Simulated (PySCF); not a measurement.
Partners of fluoride

Gas-phase complexes of fluoride (charge -1), each in one structure from a short search with a few starts, optimised by PBE0-D3(BJ)/def2-TZVPD; other ways of binding may lie lower. Energies in kcal/mol, PBE0-D3(BJ)/def2-TZVPD, counterpoise-corrected (PySCF): interaction is complex less parts frozen as they stand in it, binding adds what it costs to deform them. Contacts are written partner···fluoride; electrostatic, Pauli and orbital are terms of the uncorrected same energy, whose rest is dispersion or correlation.

1 other partner is left out, for which the search missed the form known or expected to bind best.

Frequency runs check only 4 of the 7 structures; these show no clear imaginary mode.

Problem. Order these partners of fluoride by binding energy, strongest first: gallane, ammonia, hydrogen fluoride, acetonitrile, sulfur trioxide, acetylene, phosphorus trifluoride.

Solution. sulfur trioxide (-90.5), gallane (-68.8), phosphorus trifluoride (-48.8), hydrogen fluoride (-46.2), acetonitrile (-26.9), acetylene (-25.4), ammonia (-16.8).
```tsv
partner	contact	distance (Å)	binding	interaction	electrostatic	Pauli	orbital
sulfur trioxide	S···F	1.63	-90.5	-110.1	-218.3	303.8	-195.4
gallane	Ga···F	1.85	-68.8	-82.4	-124.2	102.2	-60.4
phosphorus trifluoride	P···F	1.75	-48.8	-65.4	-172.3	240.8	-133.7
hydrogen fluoride	H···F	1.14	-46.2	-67.4	-72.6	73.8	-68.7
acetonitrile	H···F	1.33	-26.9	-34.0	-53.4	70.6	-50.9
acetylene	H···F	1.17	-25.4	-47.7	-63.3	96.6	-81.0
ammonia	H···F	1.57	-16.8	-18.4	-27.8	29.8	-20.2
```
